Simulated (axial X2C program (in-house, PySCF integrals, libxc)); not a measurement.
**What spin–orbit coupling does to BF⁺**

Calculated with an axial X2C code built on PySCF integrals. Spin-free means the one-electron spin-free X2C Hamiltonian; two-component (2c) means X2C with spin–orbit coupling and atomic mean-field two-electron Coulomb and Gaunt terms, so the difference of the two also holds small scalar two-electron terms. Basis: F dyall-av3z [7s6p3d2f], B dyall-v3z [7s6p2d1f] (cores contracted in-house); Gaussian nuclei, density fitting, unrestricted open shells. Masses: F 18.998 u, B 11.009 u.

Spin-free state: M_S = 1/2, Λ = 0 (beyond evenly filled blocks: σα); fragments F + B+.

| level | Re (Å) | ωe (cm⁻¹) | De (eV) | μ (D) |
| --- | --- | --- | --- | --- |
| PBE0 | 1.211 | 1702.2 | 5.581 | 3.38 |
| HF | 1.197 | 1790.9 | 4.172 | 3.68 |
| MP2 | 1.218 | 1685.3 | 5.596 | n/a |
| CCSD | 1.213 | 1702.4 | 4.694 | n/a |
| CCSD(T) | 1.218 | 1676.8 | 4.861 | n/a |

Correlated methods: 9 electrons correlated (number of frozen shells: F 1 s; B 1 s), 175 virtual spin orbitals or spinors in MP2, 89 natural virtuals in coupled cluster.

Dipoles are positive if B is the positive end and refer to the centre of mass.

Two-component determinant lowest at the distance of the search:

Ω = 1/2 (⟨Sz⟩ = 0.50, ⟨Lz⟩ = 0.00 at HF); fragments F + B+.

| level | Re (Å) | ωe (cm⁻¹) | De (eV) | μ (D) |
| --- | --- | --- | --- | --- |
| PBE0 | 1.211 | 1702.4 | 5.582 | 3.38 |
| HF | 1.197 | 1791.2 | 4.162 | 3.68 |
| MP2 | 1.218 | 1685.5 | 5.588 | n/a |
| CCSD | 1.213 | 1702.7 | 4.683 | n/a |
| CCSD(T) | 1.218 | 1677.0 | 4.846 | n/a |

**Question.** From the two tables, how do the constants change at the CCSD(T) level (2c against spin-free)?

**Answer.** At the CCSD(T) level Re is unchanged within 0.001 Å and ωe doesn't move by more than 0.2 cm⁻¹; De changes by -0.015 eV.

The state is one determinant whose occupation by symmetry is held fixed; it was picked as the lowest of a PBE0 search that is not exhaustive. De is counted from the lowest determinant-based energies of the atoms at the same level, without counterpoise correction. Density functionals use the spin component along the axis (collinear). CCSD and (T) use frozen natural virtuals with an MP2 correction for the truncation; (T) itself is uncorrected, so its De runs slightly low. The 2c atoms are single determinants rather than J levels; their spin–orbit lowering is only partly caught, and De is too large by that part. This holds for PBE0. The functionals have no current-density term, which raises determinants with orbital currents, atoms included.
